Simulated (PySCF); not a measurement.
Species: nitryl fluoride, FNO₂.
Numbering: `[O:1]=[N+:2]([O-:3])[F:4]`

Geometry (PBE0-D3(BJ)/def2-SVP, Å), atoms numbered from 1 in this order:
```xyz
4
FNO2 angstrom
O     -0.244    1.194    0.286
N      0.108    0.076    0.304
O      1.147   -0.465    0.256
F     -0.982   -0.840    0.408
```

Level: PBE0/def2-SVPD in PySCF, non-relativistic, on one gas-phase PBE0-D3(BJ)/def2-SVP geometry that isn't relaxed in the solvent. The solvent is an IEF-PCM continuum (Bondi radii, 1.10 Å for H, scaled by 1.2). The model holds no explicit solvent molecules, cavitation or dispersion.

Gas phase at PBE0/def2-SVPD: HOMO -10.58 eV, LUMO -2.85 eV, dipole 0.20 D.

What does the continuum do to the energy, the frontier levels and the dipole at PBE0/def2-SVPD in methanol and dimethylsulfoxide?

| solvent | ε | E(solvent) − E(gas) (kJ/mol) | polarisation term (kJ/mol) | distortion of the solute (kJ/mol) | HOMO (eV) | LUMO (eV) | dipole (D) |
| --- | --- | --- | --- | --- | --- | --- | --- |
| methanol | 32.61 | -7.29 | -7.72 | 0.43 | -10.43 | -2.65 | 0.26 |
| dimethylsulfoxide | 46.83 | -7.41 | -7.86 | 0.45 | -10.43 | -2.65 | 0.26 |

Polarisation term: ½ Σ q·V over the induced surface charges. Distortion: the rise of the solute's own energy as its density leaves the gas-phase optimum. From methanol to dimethylsulfoxide the lowering changes by a factor 1.02, Onsager's factor (ε − 1)/(2ε + 1) by 1.01 and ε itself by 1.4.

How does the static polarisability (PBE0/def2-SVPD, frozen core, with the continuum's full static response) change?

```tsv
medium	isotropic (au)	principal values (au)	⟨r²⟩ of the electrons (bohr²)
gas	21.6	13.7, 23.7, 27.5	188.4
methanol	26.8	16.2, 29.1, 35.1	188.7
dimethylsulfoxide	26.9	16.2, 29.2, 35.2	188.7
```

The isotropic value in dimethylsulfoxide is 1.24 times the gas-phase one; no cavity-field correction is applied. ⟨r²⟩ is taken about the centre of nuclear charge.

On one thread of an Arm Neoverse V2, shared host with 192 logical CPUs at a one-minute load of 26, this took 2.2 s of wall time and 0.38 GiB of memory at its peak. This is the whole response run at PBE0/def2-SVPD in dimethylsulfoxide, SCF included.
